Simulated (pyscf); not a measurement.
Optimised with ωB97X-D3(BJ)/def2-SVP in PySCF.

Problem. Estimate by transition-state theory the rate constant of [HO–In–OH]• + methoxy (H₃C–O•) → H₃C–In(OH)–OH + O atom (O) [triplet] (triplet surface; C–O broken, C–In formed) at 1200 K, with ωB97M-D3(BJ)/def2-TZVP energies (ideal gas, 1 atm, RRHO with modes under 100 cm⁻¹ raised to 100, one conformer, R ln 2 for chiral ones without a mode under 150 cm⁻¹; no tunnelling).

Solution. The electronic barrier is 44.8 kcal/mol and the thermal terms add +37.8, so ΔG‡ = 82.6 kcal/mol. With k_BT/h = 2.50e+13 s⁻¹ and RT = 2.385 kcal/mol, and a volume of 1.64e-19 cm³ per molecule at 1 atm, k = 3.7e-21 cm³ molecule⁻¹ s⁻¹. Wigner's tunnelling factor for 976i cm⁻¹ would be 1.06. A shift of 1 kcal/mol in the barrier changes k by a factor 1.5. The products may also form a dative adduct at H₃C–In(OH)–OH; it and routes through it were not searched. The same reactants have a lower exit, to H₂C=O + H• + [HO–In–OH]• (no saddle counted: cutting one bond, which may have a small barrier of its own, costs +27.8 kcal/mol at ωB97M-D3(BJ)/def2-TZVP, against +44.8 kcal/mol here). [HO–In–OH]• + H₃C–O• also meet on a surface of lower spin, which isn't treated here. H₃C–O• lies 7.0 kcal/mol over its isomer •H₂C–OH (electronic energy, ωB97M-D3(BJ)/def2-TZVP). One saddle was located; it need not be the lowest between these sides. The angle at the attacked C is 179°. The orbital near-degeneracy of the XH₃O or XH₃S radical is left out. Elements past Kr carry the def2 core potentials, without spin-orbit coupling.
